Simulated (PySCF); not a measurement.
Method: r2SCAN-D4/def2-TZVP (PySCF). Isolated molecules, 0 K electronic values unless said otherwise. Delta-SCF ions had no search for a lower state. 

Reference species (SMILES): `C=O` (neutral, multiplicity 1).

```json
{
 "S1 oscillator strength": "0.000",
 "vertical ionisation energy (Delta-SCF)": "10.66 eV"
}
```

Changed species: `[O]=[SnH2]`.

Question: Give the shifts of the S1 oscillator strength and vertical ionisation energy (Delta-SCF).

Answer: the S1 oscillator strength stays essentially unchanged; the vertical ionisation energy (Delta-SCF) falls by 1.39 eV, to 9.27 eV.
